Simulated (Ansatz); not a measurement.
Input for Ansatz (development build ahead of 0.2.0):

```yaml
crystal:
  periodic: [false, false, false]
  atoms:
    - { symbol: Mg, position_ang: [0.0, 0.0, 0.0] }
    - { symbol: Si, position_ang: [0.0, 0.0, 6.12] }
basis:
  gaussian: { orbitals: pcseg-2 }
total_charge: 1
magnetization:
  initial_magnetization: 1
hamiltonian:
  xc: pbe0
```

The input is written out in the form of the current development build from the run's settings.

The run gave:

* Converged: yes
* Total energy: -488.94654 hartree
* Spin squared of the determinant: 0.750
* Stability test: minimum among restricted orbitals

Caution: stretched shape with no unrestricted run beside it, a lower state can exist; charge can spread falsely over distant fragments.
